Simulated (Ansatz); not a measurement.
Geometry optimisation, UKS B3LYP-D4/def2-SVP (Ansatz).

Input:

```yaml
crystal:
  periodic: [false, false, false]
  atoms:
    - { symbol: Al, position_ang: [0.000864, 0.000551, -0.072306] }
    - { symbol: H, position_ang: [0.108826, -0.000864, 1.495118] }
    - { symbol: Cl, position_ang: [1.845748, -6.3e-05, -1.110161] }
    - { symbol: C, position_ang: [-1.686114, 0.001429, -1.044909] }
    - { symbol: H, position_ang: [-2.257986, -0.91002, -0.794174] }
    - { symbol: H, position_ang: [-2.299444, 0.860443, -0.719097] }
    - { symbol: H, position_ang: [-1.573083, 0.048908, -2.140992] }
    - { symbol: H, position_ang: [0.00569, -0.000384, 3.355822] }
magnetization:
  spin_polarized: true
  initial_magnetization: 1
basis:
  gaussian: { orbitals: def2-SVP }
hamiltonian:
  xc: b3lyp
  dispersion: d4
relax:
  f_tol: 0.03
  max_steps: 50
```

Run as:

```bash
$ ansatz run input.yaml --threads 2 --pin off --max-ram 3072MiB --backend cpu --events-out ev --progress --plain --runs-dir out
```

Q: Where does it end, and by what steps?

A: It converged. After 2 steps the energy has fallen by 0.004 eV; H8 moved furthest, 0.03 Å.

| step | energy less start (eV) | largest force component (eV/Å) | accepted |
| --- | --- | --- | --- |
| 0 | 0.0000 | 0.268 | yes |
| 1 | -0.0038 | 0.057 | yes |
| 2 | -0.0041 | 0.012 | yes |

```xyz
8
Properties=species:S:1:pos:R:3
Al -0.002 0.002 -0.071
H 0.101 -0.001 1.518
Cl 1.835 0.001 -1.126
C -1.687 0.002 -1.047
H -2.268 -0.907 -0.808
H -2.311 0.860 -0.740
H -1.553 0.046 -2.139
H 0.028 -0.002 3.381
```

The run took 3.8 s on 2 threads of AMD EPYC 9R45 96-Core Processor (Zen 5), with other jobs on the host, peak memory 0.2 GiB.
